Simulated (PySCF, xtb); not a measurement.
C2F4, SMILES FC(=C(F)F)F.

Harmonic wavenumbers (cm⁻¹) from GFN2-xTB run with xtb 6.7.1 at its own minimum, in rising order: 169, 186, 352, 396, 415, 481, 506, 769, 1124, 1223, 1250, 1820.

Question: What does PBE-D3(BJ)/def2-SVP run with PySCF give at its own minimum? (An estimate is asked for; the answer gives what the named calculation found.)

Answer: 189, 200, 389, 403, 478, 532, 545, 784, 1180, 1330, 1337, 1859. Paired by order, the mean absolute difference is 45 cm⁻¹ and the zero-point energies are 12.4 and 13.2 kcal/mol.
